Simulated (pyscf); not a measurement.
Elementary routes open to H₂S + silylene (SiH₂) [singlet] in the gas phase (singlet surface):
A. H₂Si=S + hydrogen (H₂) (H–S, H–S broken; S–Si, H–H formed)
B. :HSi–SH [singlet] + hydrogen (H₂) (H–S, H–Si broken; S–Si, H–H formed)

Single points on ωB97X-D3(BJ)/def2-SVP structures (PySCF, gas phase).

**Question.** Rank the routes by free-energy barrier at 1200 K, lowest first, for ωB97M-D3(BJ)/def2-TZVP energies (ideal gas, 1 atm, RRHO with modes under 100 cm⁻¹ raised to 100, one conformer, R ln 2 for chiral ones without a mode under 150 cm⁻¹).

**Answer.** B (37.2 kcal/mol), A (67.8 kcal/mol)

Route B is the fastest of these, ahead of the next by 30.6 kcal/mol. The most stable products are those of A (ΔG = -26.3 kcal/mol), whose barrier is 30.6 kcal/mol higher: the kinetic and the thermodynamic product differ. At 298 K B is still the fastest. A: On the reactant side the descent ends in an adduct with a S–Si contact, 21.9 kcal/mol under the separated species and 47.3 kcal/mol under the saddle at ωB97X-D3(BJ)/def2-TZVP. B: On the reactant side the descent ends in an adduct with a S–Si contact, 21.9 kcal/mol under the separated species and 15.1 kcal/mol under the saddle at ωB97X-D3(BJ)/def2-TZVP. Only these routes are compared; each barrier is that of the saddle found, and lower ones may exist.
